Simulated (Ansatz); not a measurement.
Compare A (`C#CC(C)(C)C`) with its isomer B (`C=CCCC=C`).

Computed with Ansatz on PBE0-D4/def2-TZVP structures; ΔE is electronic, products minus reactants. CBS: MP2 limit from def2 TZ/QZ plus the TZ coupled-cluster correction, frozen cores. Functionals use def2-TZVPP. B3LYP here is the variant with VWN-RPA as its local correlation; programs differ in this. One conformer a species, not always the lowest.

Problem. Which is lower in electronic energy at CCSD(T)/CBS, and by how much? (An estimate is asked.)

Solution. The calculation gave: B, by 27.6 kJ/mol.

Problem. Give E(B) − E(A) in kJ/mol with PBE-D4, ωB97M-V, B3LYP, r2SCAN-D4, CCSD(T)/def2-SVP, B3LYP-D4, BLYP-D4. (Best estimate.)

Solution. The calculation gave: PBE-D4 -40.8, ωB97M-V -30.7, B3LYP -44.5, r2SCAN-D4 -35.4, CCSD(T)/def2-SVP -27.5, B3LYP-D4 -40.7, BLYP-D4 -41.8. None reverses the order clearly.

Problem. Does the order hold for the free energy at 298.15 K (harmonic terms from PBE0-D4)? (Best estimate.)

Solution. Computed: Yes: G(B) − G(A) = -29.5 kJ/mol, for one conformer each.

Largest T1 diagnostic: 0.010.

In def2-TZVPP, CCSD(T) changes the Hartree–Fock value by +15.1 kJ/mol (the triples alone add +1.2 kJ/mol) and MP2 by +33.0 kJ/mol. The D4 term adds +3.8 kJ/mol with B3LYP and +1.9 kJ/mol with PBE0; it sums over pairs of atoms, weighted by their polarisabilities, and B3LYP, whose exchange is more repulsive, gets the larger term.
